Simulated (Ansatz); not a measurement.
Job for Ansatz (a first-principles code): U-r2SCAN/def2-TZVPP on SiH2 (SMILES [SiH2], charge +1), 2S+1 = 2, atoms moved off the minimum. Charge +1.

Ansatz 0.2 input:
```yaml
crystal:
  periodic: [false, false, false]
  atoms:
    - {symbol: Si, position_ang: [-0.08431272, 0.14099931, 0.03951730]}
    - {symbol: H, position_ang: [-1.25641875, -0.60670181, -0.02952236]}
    - {symbol: H, position_ang: [1.22739100, -0.75301495, -0.05471755]}
basis:
  gaussian:
    orbitals: def2-TZVPP
hamiltonian:
  xc: {name: r2SCAN}
total_charge: 1
magnetization: {spin_polarized: true, initial_magnetization: 1}
output: {forces: true}
```

Output:

```
WARN ansatz: RAYON_NUM_THREADS=1 ignored (pool sized by the plan → 1); use --threads N
Functional definition: r2SCAN
integrals: 0.01 GiB planned
406 factors; their error is unknown
mean field: 0.16 GiB planned
mean field evaluation 1: about -7897.2392 eV, gradient 1.1e1 eV
mean field evaluation 2: about -7897.7861 eV, gradient 6.3e0 eV
mean field evaluation 4: about -7898.0163 eV, gradient 3.0e-1 eV
mean field evaluation 8: about -7897.9997 eV, gradient 9.6e-3 eV
mean field -7897.99965912 eV, -290.2461340164 hartree, gradient 3.5e-5 eV, S^2 0.753923; 0 other end points of the search recorded, 0 dependent functions left out
the calculation of the forces begins
reference -7897.99967130 eV, -290.2461344637 hartree; 8, 7 occupied and 62, 63 virtual orbitals, 406 factors
Total energy: -7897.99967130 eV, -290.2461344637 hartree
Atom 0 at    -0.084313     0.140999     0.039517 Å, force     2.966054    -0.078182    -0.020521 eV/Å
Atom 1 at    -1.256419    -0.606702    -0.029522 Å, force    -1.933617    -0.912398    -0.082079 eV/Å
Atom 2 at     1.227391    -0.753015    -0.054718 Å, force    -1.032437     0.990580     0.102601 eV/Å
Dipole moment:    -0.003827     0.028351     0.002826 e Å
```

The run converged.

Cost: roughly 0.7 core-seconds.
